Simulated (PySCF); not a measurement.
**Broadened absorption spectrum of F2O2S**

F₂O₂S.
InChI=1S/F2O2S/c1-5(2,3)4

Computed with PySCF 2.14.0, density-fitted response routines, TDDFT wB97X-D/def2-SVPD, vertical, gas phase, core orbitals frozen in the response. Geometry: PBE0-D3(BJ)/def2-SVP; no solvent, vibrations or thermal averaging.

Each state is given a Gaussian of 0.3 eV full width at half maximum, with ε(max) = 2.175×10⁸ f / Δν̃ (Δν̃ the width in cm⁻¹). The width is an assumption, not a result. The curve ends short of the highest state used, and states not computed would add to its high-energy end.

```json
{"λ (nm)": "131.9", "ε (L mol⁻¹ cm⁻¹)": "1295"}
{"λ (nm)": "133.3", "ε (L mol⁻¹ cm⁻¹)": "373"}
{"λ (nm)": "134.6", "ε (L mol⁻¹ cm⁻¹)": "80"}
{"λ (nm)": "135.9", "ε (L mol⁻¹ cm⁻¹)": "12"}
{"λ (nm)": "137.3", "ε (L mol⁻¹ cm⁻¹)": "1"}
{"λ (nm)": "138.6", "ε (L mol⁻¹ cm⁻¹)": "0"}
{"λ (nm)": "139.9", "ε (L mol⁻¹ cm⁻¹)": "0"}
{"λ (nm)": "141.3", "ε (L mol⁻¹ cm⁻¹)": "0"}
{"λ (nm)": "142.6", "ε (L mol⁻¹ cm⁻¹)": "0"}
{"λ (nm)": "143.9", "ε (L mol⁻¹ cm⁻¹)": "0"}
{"λ (nm)": "145.3", "ε (L mol⁻¹ cm⁻¹)": "0"}
{"λ (nm)": "146.6", "ε (L mol⁻¹ cm⁻¹)": "2"}
{"λ (nm)": "147.9", "ε (L mol⁻¹ cm⁻¹)": "10"}
{"λ (nm)": "149.3", "ε (L mol⁻¹ cm⁻¹)": "38"}
{"λ (nm)": "150.6", "ε (L mol⁻¹ cm⁻¹)": "89"}
{"λ (nm)": "151.9", "ε (L mol⁻¹ cm⁻¹)": "152"}
{"λ (nm)": "153.3", "ε (L mol⁻¹ cm⁻¹)": "192"}
{"λ (nm)": "154.6", "ε (L mol⁻¹ cm⁻¹)": "176"}
{"λ (nm)": "155.9", "ε (L mol⁻¹ cm⁻¹)": "123"}
{"λ (nm)": "157.3", "ε (L mol⁻¹ cm⁻¹)": "62"}
{"λ (nm)": "158.6", "ε (L mol⁻¹ cm⁻¹)": "25"}
{"λ (nm)": "160.0", "ε (L mol⁻¹ cm⁻¹)": "7"}
{"λ (nm)": "161.3", "ε (L mol⁻¹ cm⁻¹)": "2"}
{"λ (nm)": "162.6", "ε (L mol⁻¹ cm⁻¹)": "0"}
```

Question: Locate the maxima and give the states behind the curve.

Answer: 154 nm (8.07 eV), ε about 190, made up of S1 (100%) (ε in L mol⁻¹ cm⁻¹; maxima over ε = 5, shares over 10%). At its high-energy end, 9.40 eV, the curve is still rising (ε about 1300, from S4 and S5). The states used: S1 8.07 eV (f 0.0022); S2 8.42 eV (f 0.0000); S3 8.60 eV (f 0.0000); S4 9.50 eV (f 0.010); S5 9.63 eV (f 0.038); S6 10.00 eV (f 0.059).

Question: What would ε be at 8.07 eV, the highest of these maxima, with half the width (0.15 eV)?

Answer: About 386 L mol⁻¹ cm⁻¹ against 193, a factor of about 2.00; a lone state at its own centre would give exactly 2.

Question: Coming from long wavelengths, where does ε first pass 100 L mol⁻¹ cm⁻¹?

Answer: At about 156 nm (7.93 eV), 0.15 eV below S1.

Question: Does any computed singlet lie in the visible range?

Answer: No computed singlet lies in the visible range (380 to 750 nm); the lowest, at 154 nm, stands 4.81 eV above its violet end (3.26 eV).
